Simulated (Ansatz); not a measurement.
Si(SH)2H2 (SiH₄S₂). Charge 0, multiplicity 1. Geometry r2SCAN-D4/def2-TZVP.

Cartesian coordinates in Å:
```
Si 0.597 0.042 0.141
S -0.108 -0.201 -1.861
H -0.888 0.894 -1.830
S -0.949 0.126 1.612
H -1.480 -1.063 1.272
H 1.326 1.315 0.340
H 1.502 -1.114 0.326
```

Problem. Estimate the orbital energies around the gap (eV) in Ansatz with PBE-D4/def2-TZVP, r2SCAN-D4/def2-TZVP, PBE0-D4/def2-TZVP, r2SCAN0-D4/def2-TZVP, ωB97M-V/def2-TZVP.

Solution. 
| orbital | PBE-D4/def2-TZVP | r2SCAN-D4/def2-TZVP | PBE0-D4/def2-TZVP | r2SCAN0-D4/def2-TZVP | ωB97M-V/def2-TZVP |
| --- | --- | --- | --- | --- | --- |
| HOMO−13 | -138.33 | -142.52 | -145.97 | -148.91 | -149.12 |
| HOMO−12 | -95.10 | -97.41 | -100.65 | -102.31 | -103.26 |
| HOMO−11 | -95.07 | -97.38 | -100.63 | -102.28 | -103.23 |
| HOMO−10 | -95.02 | -97.33 | -100.59 | -102.25 | -103.20 |
| HOMO−9 | -18.73 | -19.56 | -21.07 | -21.59 | -23.78 |
| HOMO−8 | -18.08 | -18.89 | -20.37 | -20.87 | -23.03 |
| HOMO−7 | -13.12 | -13.61 | -14.88 | -15.18 | -17.47 |
| HOMO−6 | -10.85 | -11.29 | -12.31 | -12.60 | -14.64 |
| HOMO−5 | -9.84 | -10.23 | -11.24 | -11.49 | -13.50 |
| HOMO−4 | -8.85 | -9.23 | -10.23 | -10.47 | -12.50 |
| HOMO−3 | -8.77 | -9.12 | -10.10 | -10.33 | -12.36 |
| HOMO−2 | -8.09 | -8.42 | -9.35 | -9.56 | -11.48 |
| HOMO−1 | -6.66 | -6.97 | -7.90 | -8.10 | -10.10 |
| HOMO | -6.28 | -6.56 | -7.48 | -7.67 | -9.63 |
| LUMO | -1.06 | -0.76 | -0.12 | 0.06 | 1.84 |
| LUMO+1 | -0.56 | -0.13 | 0.29 | 0.55 | 2.00 |
| LUMO+2 | -0.52 | -0.09 | 0.36 | 0.62 | 2.10 |
| LUMO+3 | -0.02 | 0.29 | 0.95 | 1.14 | 2.93 |
| LUMO+4 | 0.48 | 0.87 | 1.39 | 1.62 | 3.19 |
| LUMO+5 | 0.77 | 1.26 | 1.71 | 2.02 | 3.52 |
